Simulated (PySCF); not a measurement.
## Basis-set dependence of SF⁻ at PBE0

PySCF, UKS reference; singlet, unpaired electrons none; De to S + F⁻ without counterpoise correction.

```csv
basis,relativity,functions,Re (Å),ωe (cm⁻¹),De (eV),μ (D)
def2-SVPD,no relativity,50,1.739,658,2.46,1.15
aug-cc-pV(D+d)Z/aug-cc-pVDZ,no relativity,55,1.738,665,2.52,1.18
def2-TZVPPD,no relativity,91,1.709,665,2.58,1.39
```

How does each smaller set differ from the one with most functions, def2-TZVPPD?

def2-SVPD: +3.0 pm, -1.1 % in ωe, -0.12 eV in De; aug-cc-pV(D+d)Z/aug-cc-pVDZ: +2.9 pm, +0.0 % in ωe, -0.06 eV in De. All at PBE0; the set with most functions is neither the basis-set limit nor always the best.

A positive dipole points towards F; it is taken about the centre of mass and depends on that origin. For an ion De counts to the pair picked by the measured ionisation energies or electron affinities, which need not be the lowest pair at this level.
